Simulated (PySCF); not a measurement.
## Aluminium: a sound run and one with changed settings

Sound run: Al [Ne] 3s2 3p1, Al⁺ [Ne] 3s2. Computed with PySCF 2.14 in cc-pVDZ-DK, with scalar relativity by spin-free X2C-1e. In the sound run the correlated levels freeze [Ne]. The sound run starts from symmetry-adapted Hartree-Fock orbitals and uses a fine grid where one is needed.

Changed run: the non-relativistic Hamiltonian (point nucleus). This setting is unsound on purpose.

| species | method | sound run (hartree) | changed run (hartree) | converged |
| --- | --- | --- | --- | --- |
| Al | UHF | -242.30843 | -241.79286 | yes |
| Al | LDA | -241.73524 | -241.22015 | yes |
| Al | M06-L | -242.77878 | -242.26342 | yes |
| Al | MP2 | -242.33898 | -241.82340 | yes |
| Al | CCSD(T) | -242.35612 | -241.84058 | yes |
| Al⁺ | UHF | -242.10361 | -241.58769 | yes |
| Al⁺ | LDA | -241.51403 | -240.99854 | yes |
| Al⁺ | M06-L | -242.56309 | -242.04726 | yes |
| Al⁺ | MP2 | -242.12858 | -241.61267 | yes |
| Al⁺ | CCSD(T) | -242.14201 | -241.62615 | yes |

Ionisation energy of Al:

```json
{"method": "UHF", "sound run (eV)": "5.574", "changed run (eV)": "5.583"}
{"method": "LDA", "sound run (eV)": "6.019", "changed run (eV)": "6.030"}
{"method": "M06-L", "sound run (eV)": "5.869", "changed run (eV)": "5.882"}
{"method": "MP2", "sound run (eV)": "5.725", "changed run (eV)": "5.734"}
{"method": "SCS-MP2", "sound run (eV)": "5.706", "changed run (eV)": "5.715"}
{"method": "CCSD", "sound run (eV)": "5.808", "changed run (eV)": "5.816"}
{"method": "CCSD(T)", "sound run (eV)": "5.826", "changed run (eV)": "5.835"}
```

Most of the change in total energy is the relativistic energy itself. On top of that the contraction fixes the core shape for the Hamiltonian it was made with, so the changed run is not a good calculation with the other Hamiltonian either.

For comparison, NIST gives 5.986 eV between the lowest levels.
